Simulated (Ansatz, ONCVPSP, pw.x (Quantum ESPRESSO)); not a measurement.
# What a changed setting does to a pw.x run (fcc H)

Potential: optimised norm-conserving Vanderbilt (ONCV), ONCVPSP 4.0.1.1 (patched build), PBEsol; core none, reference 1s1; waves: 1s: rc 1.00 bohr, ncon 3, nbas 6, qcut 6.1 1/bohr, 2 projectors, debl 1 Ha; p scattering state at 0.33 Ha: rc 1.10 bohr, ncon 3, nbas 6, qcut 9.9 1/bohr, 2 projectors, debl 1.3 Ha; local part: polynomial inside 0.75 bohr (lpopt 4, dvloc0 3 Ha); core correction: none.

The reference run (k-mesh 18³, cutoffs 95/380 Ry, Fermi–Dirac 0.01 Ry, mixing_beta 0.4, conv_thr 1e-9, no spin) gives -0.78 GPa at 2.917 Å³/atom, where all-electron LAPW gives -0.10 GPa. This run, with its own iteration cap, changes smearing to mv.

```
&control
  calculation='scf', prefix='x', pseudo_dir='./', outdir='./tmp', tstress=.true., disk_io='none'
/
&system
  ibrav=0, nat=1, ntyp=1, ecutwfc=95, ecutrho=380, nbnd=7,
  occupations='smearing', smearing='mv', degauss=0.01
/
&electrons
  conv_thr=1e-09, mixing_beta=0.4, electron_maxstep=50
/
ATOMIC_SPECIES
H 1.0 H.UPF
CELL_PARAMETERS angstrom
  0.00000000 1.13405855 1.13405855
  1.13405855 0.00000000 1.13405855
  1.13405855 1.13405855 0.00000000
ATOMIC_POSITIONS crystal
H 0.0000 0.0000 0.0000
K_POINTS automatic
18 18 18 0 0 0
```

```bash
pw.x < H.scf.in > H.scf.out
```

Problem. How does the run end?

Solution. It converges in 3 iterations; the free energy moves by +3.3 meV/atom and the pressure by -0.06 GPa. This scheme is built to cancel the term in the square of the width that Fermi–Dirac smearing leaves in the F of a metal.

```
Message from routine setup:
     using ibrav=0 with symmetry is DISCOURAGED, use correct ibrav instead
     lattice parameter (alat)  =       3.0307  a.u.
     unit-cell volume          =      19.6849 (a.u.)^3
     number of electrons       =         1.00
     number of Kohn-Sham states=            7
     kinetic-energy cutoff     =      95.0000  Ry
     charge density cutoff     =     380.0000  Ry
     scf convergence threshold =      1.0E-09
     Exchange-correlation= PBESOL
     number of k points=   195  Marzari-Vanderbilt smearing, width (Ry)=  0.0100
     iteration #  1     ecut=    95.00 Ry     beta= 0.40
     total energy              =      -1.07142301 Ry
     estimated scf accuracy    <       0.00000673 Ry
     iteration #  2     ecut=    95.00 Ry     beta= 0.40
     total energy              =      -1.07142499 Ry
     estimated scf accuracy    <       0.00000248 Ry
     iteration #  3     ecut=    95.00 Ry     beta= 0.40
     the Fermi energy is     3.9388 ev
!    total energy              =      -1.07142502 Ry
     estimated scf accuracy    <          7.7E-11 Ry
     smearing contrib. (-TS)   =       0.00000928 Ry
     The total energy is F=E-TS. E is the sum of the following terms:
     one-electron contribution =       0.64539762 Ry
     hartree contribution      =       0.01648690 Ry
     xc contribution           =      -0.66361897 Ry
     ewald contribution        =      -1.06969985 Ry
     convergence has been achieved in   3 iterations
          total   stress  (Ry/bohr**3)                   (kbar)     P=       -8.46
     Message from routine punch:
     Nothing written, as per user request (disk_io='none')
```

The run took about 2.5 s on one core of a shared host (Intel(R) Xeon(R) Platinum 8375C CPU @ 2.90GHz, 64 threads, 496 GiB, load 26).
